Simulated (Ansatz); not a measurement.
in.yaml

```yaml
crystal:
  periodic: [false, false, false]
  atoms:
    - {symbol: Ge, position_ang: [0.000000, 0.000000, 0.000000]}
    - {symbol: H, position_ang: [0.000000, 0.000000, -1.540535]}
    - {symbol: H, position_ang: [0.000000, 0.000000, 1.540535]}
basis:
  gaussian: {orbitals: cc-pVDZ}
magnetization: {spin_polarized: false, initial_magnetization: 2}
correlation: {method: ccsdt_q, electrons: outside_noble_gas}
```

```sh
$ ansatz run in.yaml --threads 1 --pin off --events-out ev --progress --plain --max-ram 2393MiB
```

Q: Roughly how long does this take on 1 thread of Intel Xeon Platinum 8488C, shared host, and how much host memory?

A: 3 s wall and 0.13 GiB.

```
694 factors; integrals over basis functions are off by at most 2.5e-7 eV
mean field evaluation 1: about -56500.6836 eV, gradient 7.4e0 eV
mean field evaluation 2: about -56500.6853 eV, gradient 7.4e0 eV
mean field evaluation 4: about -56501.0624 eV, gradient 5.2e-1 eV
mean field evaluation 8: about -56501.0643 eV, gradient 2.7e-6 eV
mean field evaluation 16: about -56500.9088 eV, gradient 1.8e0 eV
mean field evaluation 32: about -56499.6907 eV, gradient 2.2e-4 eV
mean field -56501.06433544 eV, -2076.3758165306 hartree, gradient 3.8e-6 eV, S^2 2.000000; 3 other end points of the search recorded, 0 dependent functions left out
determinant -56501.06433544 eV, -2076.3758165306 hartree, with singles and doubles -56503.94883841 eV, -2076.4818200595 hartree
determinant -56499.69071376 eV, -2076.3253368648 hartree, with singles and doubles -56502.38399749 eV, -2076.4243132162 hartree
14 core orbitals not correlated: weight in the atoms' cores, before any rotation towards them, 0.999 or more for the frozen orbitals, at most 0.001 for the correlated occupied ones
reference -56501.06433544 eV, -2076.3758165306 hartree; 4, 2 occupied and 19, 21 virtual orbitals, 694 factors
second order -2.11981972 eV of doubles, -0.12477374 eV of singles
cycle   1  -2.69185985 eV  change   -4.4e-1 eV  update   6.1e-2
cycle   2  -2.94533381 eV  change   -2.5e-1 eV  update   2.7e-2
cycle   3  -2.96051158 eV  change   -1.5e-2 eV  update   7.7e-3
cycle   4  -2.96456712 eV  change   -4.1e-3 eV  update   3.5e-3
cycle   5  -2.96472902 eV  change   -1.6e-4 eV  update   1.4e-3
cycle   6  -2.96468379 eV  change    4.5e-5 eV  update   5.2e-4
cycle   7  -2.96519579 eV  change   -5.1e-4 eV  update   1.9e-4
cycle   8  -2.96524402 eV  change   -4.8e-5 eV  update   6.2e-5
cycle   9  -2.96519161 eV  change    5.2e-5 eV  update   2.2e-5
cycle  10  -2.96519816 eV  change   -6.5e-6 eV  update   7.4e-6
cycle  11  -2.96520087 eV  change   -2.7e-6 eV  update   2.4e-6
cycle  12  -2.96520049 eV  change    3.7e-7 eV  update   6.7e-7
cycle  13  -2.96519992 eV  change    5.7e-7 eV  update   2.3e-7
cycle  14  -2.96519979 eV  change    1.3e-7 eV  update   6.9e-8
perturbative correction -0.00215150 eV, -0.0000790661 hartree
Total energy: -56504.03168673 eV, -2076.4848646792 hartree
```

For the same geometry and basis full CI lies 0.0 meV lower.
